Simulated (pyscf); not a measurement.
Single points on ωB97X-D3(BJ)/def2-SVP structures (PySCF, gas phase).

Problem. Estimate the classical barrier height and the reaction energy of `[OH][SiH]([O][SiH3])[O][SiH3]` + `[FH]` + `[OH2]` -> `[F][SiH]([O][SiH3])[O][SiH3]` + `[OH2]` + `[OH2]` at PBE/def2-TZVP. The step runs on the singlet surface, breaks O–Si, F–H, H–O and forms F–Si, H–O, H–O; take the separated reactants as zero.

Solution. ΔE‡ = -0.41 eV, ΔE = -0.49 eV. ωB97M-D3(BJ)/def2-TZVP gives -0.28 eV and -0.48 eV. Zero-point energy shifts the barrier by +0.19 eV. It is a multi-bond step, with an imaginary mode of 396i cm⁻¹. On the reactant side the descent ends in a bound adduct, 0.83 eV under the separated species and 0.58 eV under the saddle at ωB97X-D3(BJ)/def2-TZVP. On the product side the descent ends in an adduct with a O–Si contact, 0.07 eV under the separated species and 0.27 eV under the saddle at ωB97X-D3(BJ)/def2-TZVP. At PBE the saddle lies under the separated reactants, which points to a path from their complex (located at ωB97X-D3(BJ) alone). What is counted as broken (O–Si) persists as a longer contact in the product adduct; parting that adduct is a step of its own. This is the saddle that the search found; another between the same sides may lie lower.
